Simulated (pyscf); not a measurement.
PySCF, gas phase, ωB97X-D3(BJ)/def2-SVP geometries. MP2 and CC: frozen core, UHF for open shells. ΔMP2 is the change of the MP2 total energy from the triple- to the quadruple-zeta basis.

Q: What is the homolytic dissociation enthalpy (298 K, CCSD(T)/def2-TZVPP + ΔMP2(QZVPP)) of the H–N bond of `[BH2][NH][NH2]`, to [H₂B–N–NH₂]• + H•?

A: H–N to [H₂B–N–NH₂]• + H•: 4.16 eV. The radicals are drawn with the spin at the cut bond; how far it spreads was not checked. H₂B–NH–NH₂ lies 2.67 eV over its isomer H₂N–BH–NH₂, and others may lie lower still (electronic energy, ωB97M-D3(BJ)). Other isomers of [H₂B–N–NH₂]• were not searched in full and may lie lower. The CCSD(T) − MP2 part came from Ansatz, without density fitting, on the same reference.
